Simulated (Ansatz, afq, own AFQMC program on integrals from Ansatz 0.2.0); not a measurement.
Two steps: Ansatz 0.2.0 writes the Fock matrix and Cholesky factors of the valence space, and afq projects on them the lowest state that overlaps trial and start.

```yaml
crystal:
  periodic: [false, false, false]
  atoms:
    - {symbol: O, position_ang: [0.000000, 0.000000, 0.000000]}
    - {symbol: H, position_ang: [0.000000, 0.000000, 1.317000]}
basis:
  gaussian: {orbitals: cc-pVDZ}
magnetization: {spin_polarized: true, initial_magnetization: 1}
correlation: {method: ccsd_t, electrons: outside_noble_gas, hamiltonian_folder: ham}
```

```sh
$ ansatz run in.yaml --threads 1 --pin off --events-out ev --progress --plain --max-ram 24576MiB --backend cuda --devices 0, --max-vram 18GiB
```

afq runs on the folder ham with

```
--method phaseless --trial cid --walkers 2 --populations 1 --least-time 40 --time-step 0.04 --steps-per-block 10 --equilibration-blocks 25 --max-blocks 50 --target-error 0.00128 --factor-cut 1e-05 --start determinant --seed 5313 --taylor-order 8
```

Times are imaginary, in 1/Eh. The walk had a cap of 60 s.

```
orbitals 18  electrons 4 3  factors 112 of 176
reference energy -75.33144160 Eh
CCSD correlation -0.17594513 Eh in 12 cycles, weight of the determinant in the CISD state 0.9035
energy of the start -75.505201 Eh
 block  time / (1/Eh)  mean weight  energy / Eh
     1     0.400  0.9984  -75.504124
     2     0.800  0.9881  -75.504302
     3     1.200  0.9841  -75.498508
     4     1.600  1.0465  -75.512470
     5     2.000  0.9759  -75.510393
    10     4.000  0.9735  -75.515700
    15     6.000  0.9712  -75.517436
    20     8.000  0.9297  -75.504076
    22     8.800  1.0281  -75.574849
    25    10.000  1.0244  -75.519604
    30    12.000  0.9864  -75.517104
    33    13.200  1.0035  -75.460918
    35    14.000  0.9878  -75.528728
    40    16.000  0.9237  -75.538905
    45    18.000  1.1287  -75.522598
    50    20.000  1.0292  -75.522138
    55    22.000  0.9484  -75.507484
    60    24.000  1.0721  -75.518230
    65    26.000  0.9479  -75.521116
    70    28.000  1.0774  -75.503270
    75    30.000  0.9786  -75.527200
blocks merged  error / Eh  count
     1  0.002105  50
     2  0.002178  25
     4  0.002715  12
energy -75.514659 +/- 0.002178 Eh
(rows thinned)
```

The run failed at least one of its tests; the cautions name the faults.

Against this walk (error 59.3 meV) on the same determinant: CCSD(T) 120.5 meV higher, CCSDT(Q) 95.3 meV higher (within the noise), CCSDTQ 94.6 meV higher (within the noise), full CI 94.3 meV higher (within the noise), a separate phaseless walk with a CISD trial and standard settings 108.4 ± 59.3 meV higher (within the noise). The error is statistical and leaves out the bias of the constraint. The determinant has ⟨S²⟩ = 0.90, so the low cluster orders mix in higher spin, and so can this walk.

A setting was made bad on purpose (too few walkers), so the walk's energy isn't to be trusted.

Cautions: constraint bias not in the error; error not settled; error above the target (59.3 against 34.8 meV); raised T1 diagnostic (T1 0.047, weight of the determinant 0.90, largest double 0.12); unrestricted determinant spin contaminated (⟨S²⟩ 0.90 against 0.75); the sampling time fell short of the least asked; so few walkers bias the energy; the time-step error isn't removed.

CCSDT and higher add their correlation energy to the determinant of the CCSD(T) run, since their own runs factorise the integrals more tightly (a shift of under 2 meV). A walk keeps the symmetry of its determinant, which the program's search chose and which needn't be the lowest solution, so a lower state of the same spin and another symmetry isn't excluded.
